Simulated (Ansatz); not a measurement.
Solid iodine was calculated with PBEsol+SOC in Ansatz (PAW).

Run with plane-wave cutoff 520 eV, 8×8×4 k mesh (along the axes of the cell as run), Fermi–Dirac smearing 0.01 eV, PAW data made under PBE.

Properties against volume:

Shape and atoms are relaxed at each volume.

```tsv
V (Å³/atom)	P (GPa)	direct gap at Γ (eV)	smallest gap on the k mesh (eV)	c (Å)
38.077	0.44	0.951	0.540	9.669
38.870	0.20	0.926	0.569	9.698
39.663	0.00	0.918	0.594	9.712
40.457	-0.16	0.899	0.620	9.739
41.250	-0.27	0.891	0.639	9.751
```

The fundamental gap (0.59 eV at the equilibrium volume, with added k points) lies elsewhere than Γ–Γ.

Note: the cell comes from a level without a dispersion term, which matters for the spacing of layers, chains or molecules; the bulk modulus comes from volumes at which shape and atoms were relaxed.

Ansatz is a first-principles code.
